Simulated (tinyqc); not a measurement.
Worked calculation: MP2 on RHF in the sto-3g basis, frozen core, for HF, spin multiplicity 1. One step of it, computed by the program tinyqc.

Question. Second-order Moller-Plesset energy. E2 = sum_ijab (ia|jb) [2 (ia|jb) - (ib|ja)] / (e_i + e_j - e_a - e_b) over occupied i, j and virtual a, b; the opposite-spin part is (ia|jb)^2 / denominator, the rest is same-spin, and SCS-MP2 scales them by 6/5 and 1/3.

orbital energies (hartree): MO1 -25.899764, MO2 -1.472161, MO3 -0.586059, MO4 -0.464263, MO5 -0.464263, MO6 0.632171

Two-electron integrals over orbitals (pq|rs), unique and non-zero (hartree); the lowest 1 orbital is frozen and left out:
```
(22|22) 0.857053    (32|22) -0.014353   (32|32) 0.158000    (33|22) 0.759059
(33|32) -0.053235   (33|33) 0.778062    (42|42) 0.179706    (43|42) -0.044139
(43|43) 0.049672    (44|22) 0.876716    (44|32) -0.077212   (44|33) 0.762460
(44|44) 0.997514    (52|52) 0.179706    (53|52) -0.044139   (53|53) 0.049672
(54|54) 0.053770    (55|22) 0.876716    (55|32) -0.077212   (55|33) 0.762460
(55|44) 0.889973    (55|55) 0.997514    (62|22) -0.132651   (62|32) -0.042265
(62|33) -0.040887   (62|44) -0.131400   (62|55) -0.131400   (62|62) 0.098121
(63|22) -0.158006   (63|32) 0.094027    (63|33) -0.127019   (63|44) -0.190828
(63|55) -0.190828   (63|62) 0.058402    (63|63) 0.170401    (64|42) -0.043622
(64|43) -0.013529   (64|64) 0.031812    (65|52) -0.043622   (65|53) -0.013529
(65|65) 0.031812    (66|22) 0.686557    (66|32) 0.073178    (66|33) 0.669579
(66|44) 0.653388    (66|55) 0.653388    (66|62) -0.067851   (66|63) -0.013312
(66|66) 0.716032
```

Hartree-Fock energy = -98.57043039 hartree

Give: Terms; Pair energies; MP2 correlation energy; SCS-MP2 correlation energy; MP2 total energy.

Answer.

Terms:
```
i  j  a  b  (ia|jb)  (ib|ja)  denominator       term
3  3  6  6    0.170    0.170       -2.436     -0.012
2  2  6  6    0.098    0.098       -4.209  -2.29e-03
2  3  6  6    0.058    0.058       -3.323  -1.03e-03
3  2  6  6    0.058    0.058       -3.323  -1.03e-03
4  4  6  6    0.032    0.032       -2.193  -4.61e-04
5  5  6  6    0.032    0.032       -2.193  -4.61e-04
```

Pair energies (hartree; pair i-j sums ij and ji):
```
pair  opposite spin  same spin
2-2       -2.29e-03      0.000
3-2       -2.05e-03      0.000
3-3          -0.012      0.000
4-4       -4.61e-04      0.000
5-5       -4.61e-04      0.000
```

MP2 correlation energy = -0.01718 hartree

SCS-MP2 correlation energy = -0.02062 hartree

MP2 total energy = -98.58761 hartree
